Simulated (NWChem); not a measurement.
Molecule: C2H3N, triplet; SMILES of the neutral closed-shell parent CC#N

```xyz
6

C      0.0870    -1.0789     0.0000
C     -0.4714     0.2841     0.0000
N      0.2499     1.3469     0.0000
H     -0.2262    -1.6344    -0.8981
H      1.1944    -1.0026     0.0000
H     -0.2262    -1.6344     0.8981
```
Atoms are numbered in this order, from 1.

Level: PBE0/def2-SVP, spin-unrestricted (NWChem), optimised geometry, unscaled harmonic frequencies. In the optimisation the excess spin sits in a' (Cs, its own frame). The spin multiplicity was typed, not searched, and may not be the lowest.

```csv
frequency (cm⁻¹),IR intensity (km/mol)
236,0.1
413,6.6
902,10.6
910,6.5
1037,22.9
1327,34.1
1389,19.7
1408,13.7
1737,32.3
2990,2.6
3113,0.4
3158,0.1
```

The zero-point energy is 26.6 kcal/mol and the thermal correction to the enthalpy at 298.15 K (with zero-point energy) is 29.6 kcal/mol. The heat capacity Cv comes out as 10.9 cal/(mol K), the entropy at 298.15 K and 1 atm (symmetry number 1, electronic part: spin degeneracy alone) is 63.6 cal/(mol K) and the dipole moment comes out as 2.62 D.

Rigid rotor and harmonic oscillator.
